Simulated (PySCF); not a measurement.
Compound: Cl2HSi (doublet state).
Structure used (GFN2-xTB), in Å, numbered top down from 1:
```xyz
4
Cl2HSi angstrom
Cl    -1.6455   -0.8533   -0.1274
Si    -0.0003    0.1864    0.4224
Cl     1.6654   -0.8250   -0.1160
H     -0.0094    1.4967   -0.2019
```

The species is `Cl[SiH]Cl` [radical].

Method used: UKS B3LYP, pcH-1 on Cl H Si, non-relativistic, mean-field spin-orbit, GIAO (PySCF). Geometry: GFN2-xTB; no solvent, vibrations or thermal averaging. The geometry wasn't refined by DFT: couplings that depend on bond lengths, twists or pyramidal angles can differ widely from those at the functional's own minimum, by a factor of two or more for some ions and for spin on atoms past the first row.

(1) Break the g tensor into its mass correction, gauge correction and orbital-Zeeman/spin–orbit terms.

(2) Average each term over the three axes. Which is largest in size?

(3) At 93.721 GHz, how far is the centre of the isotropic spectrum from where a free electron (g = 2.002319) resonates?

(4) In a frozen sample, at which fields do the three g values resonate at 9.5, 34, 94 and 263 GHz (hyperfine left aside), and which band first spreads them over more than twice a line width of 0.3 mT?

Results:

(1) 
| Δg (ppt) | 1 | 2 | 3 |
| --- | --- | --- | --- |
| relativistic mass correction | -0.19 | -0.19 | -0.19 |
| gauge correction | 0.01 | 0.06 | 0.06 |
| orbital Zeeman/spin–orbit | -0.20 | 5.87 | 6.21 |
| total | -0.38 | 5.74 | 6.09 |

So g = 2.00194, 2.00806, 2.00840 and g_iso = 2.00613; the tensor is close to axial: the two nearest values differ by 5 % of g3 − g1. 

(2) The orbital-Zeeman/spin–orbit term 3.96, the mass correction -0.19 and the gauge correction 0.04 ppt, for a total of 3.82 ppt. The orbital-Zeeman/spin–orbit term is the largest in size. The mass correction is the same along every axis, so the anisotropy comes from the other two: their spans along these axes are 0.06 (gauge) and 6.41 ppt (orbital Zeeman/spin–orbit).

(3) B = hν/(g μB) with μB/h = 13.99624 MHz/mT gives 3344.20 mT for the free electron and 3337.84 mT at g_iso, 6.36 mT lower.

(4) 
```
band    GHz  B(g3) mT  B(g2) mT  B(g1) mT  spread mT
   X    9.5    337.96    338.01    339.05       1.09
   Q   34.0   1209.53   1209.74   1213.43       3.91
   W   94.0   3343.99   3344.57   3354.79      10.80
   J  263.0   9356.06   9357.67   9386.28      30.21
```

The spread grows in proportion to the frequency. X band is the first where it exceeds 0.6 mT.

Largest spin populations (Mulliken): Si2 (+0.78), H4 (+0.07), Cl1 (+0.07) and Cl3 (+0.07). No atom but Si2 exceeds +0.15. The angles at Si2 add up to 329.9°, so it is pyramidal.

The HOMO–LUMO gaps are 6.33 eV among the α and 5.87 eV among the β orbitals.

Hardware: an Arm Neoverse N1 with one thread (shared host). Cost: 36 s.
